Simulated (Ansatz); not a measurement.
```yaml
crystal:
  periodic: [false, false, false]
  atoms:
    - {symbol: Zr, position_ang: [-0.554016, 1.077216, 0.189348]}
    - {symbol: Si, position_ang: [0.694361, -1.167030, -0.356528]}
    - {symbol: H, position_ang: [-0.931182, 2.804578, 0.076013]}
    - {symbol: H, position_ang: [0.790837, -2.714764, 0.091167]}
basis:
  gaussian: {orbitals: def2-TZVP}
total_charge: 1
magnetization: {spin_polarized: true, initial_magnetization: 5}
hamiltonian: {xc: pbe0}
relax: {f_tol: 0.004, max_steps: 80}
```

```sh
$ ansatz run in.yaml --threads 1 --pin off --events-out ev --progress --plain --max-ram 2176MiB
```

Steps of the relaxation (energy above the last step; positions in Å, forces in eV/Å):

```
4
step 1, 824.4 meV
Zr   -0.554    1.077    0.189    0.773   -2.108   -0.181
Si    0.694   -1.167   -0.357   -0.244   -1.254    0.687
H    -0.931    2.805    0.076   -0.551    1.999   -0.009
H     0.791   -2.715    0.091    0.022    1.363   -0.496
```

```
4
step 2, 255.8 meV
Zr   -0.457    0.995    0.111    0.459   -0.739   -0.268
Si    0.648   -1.253   -0.285   -0.353   -0.252    0.463
H    -1.016    2.975    0.115   -0.244    0.648    0.070
H     0.825   -2.717    0.060    0.138    0.343   -0.266
```

```
4
step 3, 66.1 meV
Zr   -0.322    0.950   -0.022   -0.240    0.838   -0.055
Si    0.524   -1.303   -0.146    0.276   -1.107    0.107
H    -1.100    3.098    0.169   -0.074    0.157    0.037
H     0.898   -2.745   -0.001    0.038    0.112   -0.089
```

```
4
step 11, 0.0 meV
Zr   -0.207    1.008   -0.278    0.000   -0.001    0.000
Si    0.523   -1.366   -0.153    0.000    0.002    0.000
H    -1.197    3.149    0.334    0.000    0.000    0.000
H     0.882   -2.791    0.097    0.000   -0.001    0.000
```

Close pairs at the end: Si2–H4 1.490 Å, Zr1–H3 2.437 Å, Zr1–Si2 2.487 Å.

A stationary point of unrestricted PBE0 after 11 steps, with ⟨S²⟩ = 8.756 against 8.75 for a pure state; no frequencies were run, so it isn't proven a minimum. 10 min on 1 thread of Arm Neoverse N1, shared host.
